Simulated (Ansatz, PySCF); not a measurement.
Dissociation curve of H2, singlet.

Computed with: UHF/cc-pVTZ (Ansatz, a first-principles code); RHF/cc-pVTZ (Ansatz); UKS-B3LYP = unrestricted B3LYP/cc-pVTZ (Ansatz); RKS-B3LYP = Ansatz with restricted B3LYP/cc-pVTZ; UKS-PBE0 = unrestricted PBE0/cc-pVTZ (Ansatz); RKS-PBE0 = Ansatz with restricted PBE0/cc-pVTZ; UKS-PBE = unrestricted PBE/cc-pVTZ (Ansatz); RKS-PBE = restricted PBE/cc-pVTZ (Ansatz); UKS-B3LYP/6-31G* = unrestricted B3LYP/6-31G*, spherical d (PySCF 2.14.0); RKS-B3LYP/6-31G* = restricted B3LYP/6-31G*, spherical d (PySCF); UKS-B3LYP/3-21G = unrestricted B3LYP/3-21G (PySCF); RKS-B3LYP/3-21G = restricted B3LYP/3-21G run with PySCF; UKS-BP86/6-31G* = unrestricted BP86/6-31G*, spherical d (PySCF); RKS-BP86/6-31G* = restricted BP86/6-31G*, spherical d (PySCF); UKS-M06-2X/6-31G* = unrestricted M06-2X/6-31G*, spherical d (PySCF 2.14.0); RKS-M06-2X/6-31G* = restricted M06-2X/6-31G*, spherical d run with PySCF.

Scanned distances (Å): 0.60, 0.63, 0.68, 0.70, 0.74, 0.75, 0.78, 0.80, 0.81, 0.86, 0.92, 1.01, 1.14, 1.24, 1.33, 1.51, 1.67, 1.84, 2.02, 2.25, 2.64, 2.98.

Where does the unrestricted solution first break spin symmetry (<S²> of 0.01 or more)?

UHF: between 1.14 and 1.24 Å; UKS-B3LYP: between 1.33 and 1.51 Å; UKS-PBE0: between 1.33 and 1.51 Å; UKS-PBE: between 1.51 and 1.67 Å; UKS-B3LYP/6-31G*: between 1.33 and 1.51 Å; UKS-B3LYP/3-21G: between 1.33 and 1.51 Å; UKS-BP86/6-31G*: between 1.51 and 1.67 Å; UKS-M06-2X/6-31G*: between 1.51 and 1.67 Å.

| R / Å | <S²> UHF | E(RHF) − E(UHF) / kJ/mol | <S²> UKS-B3LYP | E(RKS-B3LYP) − E(UKS-B3LYP) / kJ/mol | <S²> UKS-PBE0 | E(RKS-PBE0) − E(UKS-PBE0) / kJ/mol | <S²> UKS-PBE | E(RKS-PBE) − E(UKS-PBE) / kJ/mol | <S²> UKS-B3LYP/6-31G* | E(RKS-B3LYP/6-31G*) − E(UKS-B3LYP/6-31G*) / kJ/mol | <S²> UKS-B3LYP/3-21G | E(RKS-B3LYP/3-21G) − E(UKS-B3LYP/3-21G) / kJ/mol | <S²> UKS-BP86/6-31G* | E(RKS-BP86/6-31G*) − E(UKS-BP86/6-31G*) / kJ/mol | <S²> UKS-M06-2X/6-31G* | E(RKS-M06-2X/6-31G*) − E(UKS-M06-2X/6-31G*) / kJ/mol |
|---|---|---|---|---|---|---|---|---|---|---|---|---|---|---|---|---|
| 0.60 | 0.00 | 0.0 | 0.00 | 0.0 | 0.00 | 0.0 | 0.00 | 0.0 | 0.00 | 0.0 | 0.00 | 0.0 | 0.00 | 0.0 | 0.00 | 0.0 |
| 0.63 | 0.00 | 0.0 | 0.00 | 0.0 | 0.00 | 0.0 | 0.00 | 0.0 | 0.00 | 0.0 | 0.00 | 0.0 | 0.00 | 0.0 | 0.00 | 0.0 |
| 0.68 | 0.00 | 0.0 | 0.00 | 0.0 | 0.00 | 0.0 | 0.00 | 0.0 | 0.00 | 0.0 | 0.00 | 0.0 | 0.00 | 0.0 | 0.00 | 0.0 |
| 0.70 | 0.00 | 0.0 | 0.00 | 0.0 | 0.00 | 0.0 | 0.00 | 0.0 | 0.00 | 0.0 | 0.00 | 0.0 | 0.00 | 0.0 | 0.00 | 0.0 |
| 0.74 | 0.00 | 0.0 | 0.00 | 0.0 | 0.00 | 0.0 | 0.00 | 0.0 | 0.00 | 0.0 | 0.00 | 0.0 | 0.00 | 0.0 | 0.00 | 0.0 |
| 0.75 | 0.00 | 0.0 | 0.00 | 0.0 | 0.00 | 0.0 | 0.00 | 0.0 | 0.00 | 0.0 | 0.00 | 0.0 | 0.00 | 0.0 | 0.00 | 0.0 |
| 0.78 | 0.00 | 0.0 | 0.00 | 0.0 | 0.00 | 0.0 | 0.00 | 0.0 | 0.00 | 0.0 | 0.00 | 0.0 | 0.00 | 0.0 | 0.00 | 0.0 |
| 0.80 | 0.00 | 0.0 | 0.00 | 0.0 | 0.00 | 0.0 | 0.00 | 0.0 | 0.00 | 0.0 | 0.00 | 0.0 | 0.00 | 0.0 | 0.00 | 0.0 |
| 0.81 | 0.00 | 0.0 | 0.00 | 0.0 | 0.00 | 0.0 | 0.00 | 0.0 | 0.00 | 0.0 | 0.00 | 0.0 | 0.00 | 0.0 | 0.00 | 0.0 |
| 0.86 | 0.00 | 0.0 | 0.00 | 0.0 | 0.00 | 0.0 | 0.00 | 0.0 | 0.00 | 0.0 | 0.00 | 0.0 | 0.00 | 0.0 | 0.00 | 0.0 |
| 0.92 | 0.00 | 0.0 | 0.00 | 0.0 | 0.00 | 0.0 | 0.00 | 0.0 | 0.00 | 0.0 | 0.00 | 0.0 | 0.00 | 0.0 | 0.00 | 0.0 |
| 1.01 | 0.00 | 0.0 | 0.00 | 0.0 | 0.00 | 0.0 | 0.00 | 0.0 | 0.00 | 0.0 | 0.00 | 0.0 | 0.00 | 0.0 | 0.00 | 0.0 |
| 1.14 | 0.00 | 0.0 | 0.00 | 0.0 | 0.00 | 0.0 | 0.00 | 0.0 | 0.00 | 0.0 | 0.00 | 0.0 | 0.00 | 0.0 | 0.00 | 0.0 |
| 1.24 | 0.07 | 0.5 | 0.00 | 0.0 | 0.00 | 0.0 | 0.00 | 0.0 | 0.00 | 0.0 | 0.00 | 0.0 | 0.00 | 0.0 | 0.00 | 0.0 |
| 1.33 | 0.30 | 9.8 | 0.00 | 0.0 | 0.00 | 0.0 | 0.00 | 0.0 | 0.00 | 0.0 | 0.00 | 0.0 | 0.00 | 0.0 | 0.00 | 0.0 |
| 1.51 | 0.59 | 51.1 | 0.03 | 0.1 | 0.03 | 0.1 | 0.00 | 0.0 | 0.05 | 0.2 | 0.06 | 0.4 | 0.00 | 0.0 | 0.00 | 0.0 |
| 1.67 | 0.74 | 100.1 | 0.29 | 8.0 | 0.41 | 11.9 | 0.16 | 1.1 | 0.31 | 9.4 | 0.33 | 10.4 | 0.03 | 0.1 | 0.36 | 9.2 |
| 1.84 | 0.85 | 155.6 | 0.53 | 27.1 | 0.65 | 38.0 | 0.51 | 15.4 | 0.55 | 29.9 | 0.56 | 32.0 | 0.39 | 8.3 | 0.63 | 37.4 |
| 2.02 | 0.91 | 212.9 | 0.72 | 53.7 | 0.80 | 71.7 | 0.73 | 39.5 | 0.73 | 58.0 | 0.74 | 61.5 | 0.64 | 27.5 | 0.79 | 75.3 |
| 2.25 | 0.95 | 280.0 | 0.86 | 89.9 | 0.91 | 115.3 | 0.88 | 73.6 | 0.00 | — | 0.00 | — | 0.83 | 57.2 | 0.91 | 126.0 |
| 2.64 | 0.99 | 374.4 | 0.95 | 144.2 | 0.97 | 178.4 | 0.97 | 124.0 | 0.00 | — | 0.00 | — | 0.95 | 103.6 | 0.98 | 202.8 |
| 2.98 | 0.99 | 437.8 | 0.98 | 179.7 | 0.99 | 219.0 | 0.99 | 155.6 | 0.00 | — | 0.00 | — | 0.98 | 134.0 | 1.00 | 255.1 |

Dashes: no converged value, or the column stops at the first point that the program doubted or that broke a chosen test of continuity, which isn't proof of a fault.
